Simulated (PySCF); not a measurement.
# SHF: structure of the singlet

Aim: relax SHF as a singlet from a bent start, check by its vibrations whether the end is a minimum, and collect its spectrum and constants.

Program: PySCF 2.14.0. Level of theory: PBE0, basis S def2-TZVP, H def2-TZVP, F def2-TZVP, no relativity, density fitting. These are calculated values, not measurements.

### 1 The system as given

3 atoms, charge 0, spin multiplicity 1.

Bond lengths: S1–H2 1.350 Å, S1–F3 1.670 Å. Angles: H2–S1–F3 110.0°.

Z-matrix (Å, degrees; charge 0 multiplicity 1):
```
S
H  1 1.3500
F  1 1.6700 2 110.00
```

### 2 First SCF at the start

The steps below are one call of a driver around PySCF. For each, scf.py gives the equivalent set-up of the SCF; relaxations use the driver's own optimiser. After this first run the driver tries any further starts and a stability analysis.

scf.py

```python
from pyscf import gto, scf, dft
mol = gto.M(atom='''
S      0.000000     0.000000     0.000000
H     -1.105900     0.000000     0.774300
F      1.368000     0.000000     0.957900''',
    basis={'S': 'def2-TZVP', 'H': 'def2-TZVP', 'F': 'def2-TZVP'},
    charge=0, spin=0)
mf = dft.RKS(mol, xc='PBE0')
mf.grids.atom_grid = (50, 194)
aux = {'S': 'def2-universal-JKFIT', 'H': 'def2-universal-JKFIT', 'F': 'def2-universal-JKFIT'}
mf = mf.density_fit(auxbasis=aux)
mf.conv_tol = 1e-08
mf.diis_space = 10
mf.max_cycle = 60
mf.init_guess = 'minao'
mf.verbose = 4
mf.kernel()
```

The run is started by

```bash
$ OMP_NUM_THREADS=2 python axn.py task.json out
```

What it wrote:

```text
init E= -498.4526009483
  HOMO = -0.270715945089854  LUMO = -0.131480647990323  gap/eV = 3.78879
cycle= 1 E= -498.379229957684  delta_E= 0.0734  |g|= 0.422  |ddm|= 1.36
  HOMO = -0.264809582152857  LUMO = -0.0646699888891931  gap/eV = 5.44608
cycle= 2 E= -498.313435790803  delta_E= 0.0658  |g|= 0.769  |ddm|= 0.559
  HOMO = -0.275713442575785  LUMO = -0.0784139511924167  gap/eV = 5.36879
cycle= 3 E= -498.409890667117  delta_E= -0.0965  |g|= 0.0528  |ddm|= 0.36
  HOMO = -0.277099200828445  LUMO = -0.0753419768345793  gap/eV = 5.49009
cycle= 4 E= -498.410413459116  delta_E= -0.000523  |g|= 0.0122  |ddm|= 0.0431
  HOMO = -0.277124531211548  LUMO = -0.0752430327328568  gap/eV = 5.49348
cycle= 5 E= -498.410448260355  delta_E= -3.48e-05  |g|= 0.0018  |ddm|= 0.00932
  HOMO = -0.277179772528527  LUMO = -0.0752643067126755  gap/eV = 5.49440
cycle= 6 E= -498.410448859033  delta_E= -5.99e-07  |g|= 0.000317  |ddm|= 0.00137
  HOMO = -0.277128729755596  LUMO = -0.0752308665682833  gap/eV = 5.49392
cycle= 7 E= -498.410448883701  delta_E= -2.47e-08  |g|= 0.000132  |ddm|= 0.000416
  HOMO = -0.277144417309785  LUMO = -0.0752440565583328  gap/eV = 5.49399
cycle= 8 E= -498.410448888463  delta_E= -4.76e-09  |g|= 1.61e-05  |ddm|= 0.000124
  HOMO = -0.27714353897769  LUMO = -0.0752427260185087  gap/eV = 5.49400
Extra cycle  E= -498.410448888452  delta_E= 1.05e-11  |g|= 2.05e-05  |ddm|= 2.2e-05
converged SCF energy = -498.410448888452
```

This step, with its further starts and checks, needed 3.4 s of wall time on 2 threads of Arm Neoverse V1, shared host.

The starts that the driver tried:

```
                      start  energy (Eh)
    the minimal-basis guess  -498.410449
a thermally smeared density  -498.410449
      a smeared PBE density  -498.410449
```

No lower closed-shell solution turned up from the other starts or in the test of internal stability.

### 3 Relaxing the singlet from the bent start

The program finds Cs symmetry in the start, which this walk keeps.

scf.py, as its differences from that of step 2:

```diff
@@ -3,3 +3,3 @@
-S      0.000000     0.000000     0.000000
-H     -1.105900     0.000000     0.774300
-F      1.368000     0.000000     0.957900''',
+S     -0.478570     0.000000    -0.365132
+H     -1.584470     0.000000     0.409168
+F      0.889430     0.000000     0.592768''',
@@ -15 +14,0 @@
-mf.init_guess = 'minao'
```

The optimiser's trace:

```
step  energy (Eh)  change (kJ/mol)  largest symmetric gradient (Eh/bohr)
   0  -498.410449             0.00                               0.03550
   1  -498.418180           -20.30                               0.02006
   2  -498.419204           -22.99                               0.00406
   3  -498.419249           -23.10                               0.00114
   4  -498.419253           -23.12                               0.00011
   5  -498.419253           -23.12                               0.00001
```

The walk took 2.8 s.

Positions (Å) and forces (eV/Å) along the way:

```
step 0
S   -0.479   0.000  -0.365   1.260   0.000  -0.749
H   -1.584   0.000   0.409   0.567   0.000   0.939
F    0.889   0.000   0.593  -1.827   0.000  -0.190
step 1
S   -0.460   0.000  -0.481  -0.508   0.000   1.032
H   -1.439   0.000   0.491   0.339   0.000  -0.810
F    0.725   0.000   0.627   0.169   0.000  -0.222
step 3
S   -0.468   0.000  -0.447   0.026   0.000   0.039
H   -1.458   0.000   0.468   0.035   0.000  -0.016
F    0.752   0.000   0.616  -0.062   0.000  -0.022
step 5
S   -0.468   0.000  -0.448   0.005   0.000  -0.001
H   -1.455   0.000   0.468  -0.002   0.000  -0.007
F    0.749   0.000   0.616  -0.003   0.000   0.008
```

After 5 steps and 23.1 kJ/mol it ends at Cs: S–F 1.616 Å, S–H 1.347 Å; F–S–H 96.0°.

### 4 Hessian and properties

The point is checked on the finer grid, and tightened if its gradient asks for it. The Hessian and the dipole derivatives come from central differences of analytic gradients, with steps of 0.02 bohr.

scf.py, as its differences from that of step 3:

```diff
@@ -3,3 +3,3 @@
-S     -0.478570     0.000000    -0.365132
-H     -1.584470     0.000000     0.409168
-F      0.889430     0.000000     0.592768''',
+S     -0.425467     0.000000    -0.406141
+H     -1.413459     0.000000     0.509101
+F      0.791566     0.000000     0.657106''',
@@ -9 +9 @@
-mf.grids.atom_grid = (50, 194)
+mf.grids.atom_grid = (75, 302)
@@ -12 +12 @@
-mf.conv_tol = 1e-08
+mf.conv_tol = 1e-10
```

The driver hands on the density of the step before, so the log starts near convergence.

SCF at the final geometry:

```text
init E= -498.419217595
  HOMO = -0.270525549080688  LUMO = -0.0576715501382381  gap/eV = 5.79205
cycle= 1 E= -498.419217594995  delta_E= 5.12e-12  |g|= 7.25e-06  |ddm|= 5.13e-06
  HOMO = -0.270525785296897  LUMO = -0.0576720173943031  gap/eV = 5.79205
Extra cycle  E= -498.41921759498  delta_E= 1.44e-11  |g|= 1.23e-05  |ddm|= 8.23e-06
converged SCF energy = -498.41921759498
```

The whole step took 13 s.

Geometry: Cs; S–F 1.616 Å, S–H 1.347 Å; F–S–H 96.0°.

Modes, for the most abundant isotopes:

```tsv
symmetry	ω (cm⁻¹)	IR (km/mol)
a'	816	78.3
a'	1037	7.0
a'	2677	2.8
```

All wavenumbers are real: a minimum.

Properties at this point:

```
Dipole moment                                                   : 1.51 D
Highest occupied level                                          : -7.36 eV
Lowest empty level                                              : -1.57 eV
Rotational constants                                            : 9.687, 0.5317, 0.5041 cm⁻¹
Zero-point energy                                               : 27.1 kJ/mol
Principal polarisabilities                                      : 14.4, 19.0, 21.3 bohr³
Atomisation energy without zero-point energy                    : 704 kJ/mol
Principal traceless quadrupole moments about the centre of mass : -2.81, -0.58, 3.39 D Å
Entropy at 298.15 K and 1 bar                                   : 239.1 J/(mol K)
Heat capacity Cp at 298.15 K                                    : 37.3 J/(mol K)
Enthalpy at 298.15 K above 0 K                                  : 10.19 kJ/mol
Rotational symmetry number                                      : 1
```

Charges (e) and bond orders:

```csv
atom,Mulliken,Löwdin,polar tensor,Mayer order to S1
S1,0.06,0.16,0.40,–
H2,0.17,0.02,0.04,0.95
F3,-0.23,-0.18,-0.45,0.97
```

Mulliken populations on S1: s 5.88, p 9.83, d 0.20, f 0.03.

### 5 Stability of the closed shell

At the lowest minimum the closed shell is tested against spin polarisation, on the (50, 194) grid. It is stable.

### 6 Results

| quantity | value |
| --- | --- |
| minimum | singlet, Cs |
| geometry | S–F 1.616 Å, S–H 1.347 Å; F–S–H 96.0° |
| wavenumbers (cm⁻¹) | 816 (a'), 1037 (a'), 2677 (a') |
| dipole moment | 1.51 D |
| highest occupied, lowest empty level | -7.36, -1.57 eV |
| polar-tensor charge of S1 | +0.40 e |
| zero-point energy | 27.1 kJ/mol |
| entropy at 298.15 K | 239.1 J/(mol K) |
| atomisation energy (no zero-point energy) | 704 kJ/mol |

In words: The molecule stays Cs, as typed, and the end point is a minimum. In the infrared the band at 816 cm⁻¹ (a', stretch) leads. Other starts or spin states, not run here, may lie lower.

The search up to here needed 20 s of wall time on 2 threads of Arm Neoverse V1, shared host.
